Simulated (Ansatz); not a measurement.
# Static dielectric constant of rock-salt MgS at several levels of theory

No measured value is used here.

```
level (code)     value  cell (Å³/atom)
---------------  -----  --------------
LDA (Ansatz)      14.3           16.87
PBE (Ansatz)      16.3           17.88
PBEsol (Ansatz)   14.8           17.39
r²SCAN (Ansatz)    ___           17.61
```

Question: Fill in the missing entries.

Answer: 
- r²SCAN (Ansatz, a program for electronic structure), value: 14.5

Each level is taken at its own relaxed cell. Cutoffs and k meshes differ between the levels. Ansatz's density-functional and Hartree–Fock values are scalar-relativistic unless marked +SOC, with PAW data made under PBE.
